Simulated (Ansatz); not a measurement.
Compare A (`C=CCOC=C`) with its isomer B (`C=CCC1CO1`).

Gas-phase electronic energies from Ansatz, PBE0-D4/def2-TZVP geometries. CCSD(T)/CBS adds triple-zeta CCSD(T) − MP2 to the extrapolated MP2 energy (def2 sets, frozen cores). DFT in def2-TZVPP. B3LYP here is the variant with VWN-RPA as its local correlation; programs differ in this. One conformer a species, not always the lowest.

**Question.** Which isomer does CCSD(T)/CBS put lower? Give the gap. (Best estimate.)

**Answer.** The calculation gave: A, by 5.0 kcal/mol.

**Question.** Give E(B) − E(A) in kcal/mol with PBE-D4, CCSD(T)/def2-TZVPP, B3LYP-D4, MP2/def2-TZVPP, B2PLYP, HF/def2-TZVPP, CCSD/def2-TZVPP. (Estimate.)

**Answer.** Ansatz gave: PBE-D4 3.7, CCSD(T)/def2-TZVPP 4.8, B3LYP-D4 7.6, MP2/def2-TZVPP 2.5, B2PLYP 6.6, HF/def2-TZVPP 8.8, CCSD/def2-TZVPP 4.7. None reverses the order clearly.

Largest T1 diagnostic: 0.012.

In def2-TZVPP, CCSD(T) changes the Hartree–Fock value by −4.0 kcal/mol (the triples alone add +0.1 kcal/mol) and MP2 by −6.2 kcal/mol. From PBE to PBE0 (25 % exact exchange), in def2-TZVPP and without D4, E(B) − E(A) moves by −1.2 kcal/mol.
